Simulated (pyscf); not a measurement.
This saddle point was located with ωB97X-D3(BJ)/def2-SVP in PySCF.

```xyz
8

Cl     1.3657     0.7588    -1.4173
Sn    -0.4533     0.5233    -0.0092
Cl    -0.0370     2.1147     1.6384
Cl    -2.4869     1.2429    -0.8525
H     -0.8251    -1.3203    -0.7091
O     -0.4330    -1.0652     1.3529
H     -0.7705    -1.5745     0.2769
H     -0.6988    -1.1182     2.2841
```

Surface: singlet, charge 0. Lowest wavenumbers (cm⁻¹): 1465i, 58, 90, 129, 141.

What reaction is this the transition state of?

Cl–SnH(Cl)–Cl (SMILES [Cl][SnH]([Cl])[Cl]) + H₂O (SMILES O) <-> HO–Sn(Cl)(Cl)–Cl (SMILES [OH][Sn]([Cl])([Cl])[Cl]) + H₂ (SMILES [H][H]), a four-centre exchange read from left to right: H–Sn, H–O broken and O–Sn, H–H formed. At ωB97M-D3(BJ)/def2-TZVP it lies +33.4 kcal/mol from the left side and +32.1 kcal/mol from the right (each side as separated species at their lowest minima found). On the reactant side the descent ends in a bound adduct (not fully relaxed), 10.4 kcal/mol under the separated species and 42.4 kcal/mol under the saddle at ωB97X-D3(BJ)/def2-TZVP. One saddle was located; it need not be the lowest between these sides. Elements past Kr carry the def2 core potentials, without spin-orbit coupling.
